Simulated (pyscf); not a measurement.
This saddle point was located with ωB97X-D3(BJ)/def2-SVP in PySCF.

```
Si
O 1 1.6441
O 1 1.6446 2 122.28
Si 2 1.6759 1 136.67 3 -73.31
Si 3 1.6761 1 126.75 2 -104.37
O 1 1.6943 2 98.29 4 179.30
Si 6 1.6690 1 128.01 2 11.22
O 1 1.7620 2 119.20 4 84.16
H 8 0.9673 1 110.85 2 108.27
H 8 1.1917 9 122.99 6 -155.09
F 10 1.1473 8 157.73 9 163.76
H 11 1.1654 10 85.32 8 2.46
F 12 1.1235 11 159.11 10 -1.05
H 4 1.4867 2 110.93 1 53.92
H 5 1.4873 3 106.63 1 176.58
H 4 1.4876 14 109.58 2 -116.98
H 4 1.4883 14 110.36 16 -120.32
H 5 1.4892 15 109.25 3 120.21
H 5 1.4895 15 109.23 18 120.22
H 7 1.4897 6 111.40 1 52.04
H 7 1.4901 20 109.11 6 -117.83
H 7 1.4909 20 109.61 21 -118.98
```
Charge 0, spin multiplicity 1.

Surface: singlet, charge 0. Lowest wavenumbers (cm⁻¹): 758i, 32, 36, 56, 73.

Q: Which two sides does it connect, and which bonds change?

A: HO–Si(O–SiH₃)(O–SiH₃)–O–SiH₃ + HF + HF <-> F–Si(O–SiH₃)(O–SiH₃)–O–SiH₃ + H₂O + HF, a multi-bond step read from left to right: O–Si, F–H, F–H broken and F–Si, H–O, F–H formed. At ωB97M-D3(BJ)/def2-TZVP it lies -4.0 kcal/mol from the left side and +6.3 kcal/mol from the right (each side as separated species at their lowest minima found). On the reactant side the descent ends in a bound adduct (not fully relaxed), 17.9 kcal/mol under the separated species and 14.2 kcal/mol under the saddle at ωB97X-D3(BJ)/def2-TZVP. On the product side the descent ends in an adduct with a O–Si contact, 0.9 kcal/mol under the separated species and 6.9 kcal/mol under the saddle at ωB97X-D3(BJ)/def2-TZVP. At ωB97M-D3(BJ) the saddle lies under the separated reactants, which points to a path from their complex (located at ωB97X-D3(BJ) alone). What is counted as broken (O–Si) persists as a longer contact in the product adduct; parting that adduct is a step of its own. This is the saddle that the search found; another between the same sides may lie lower.
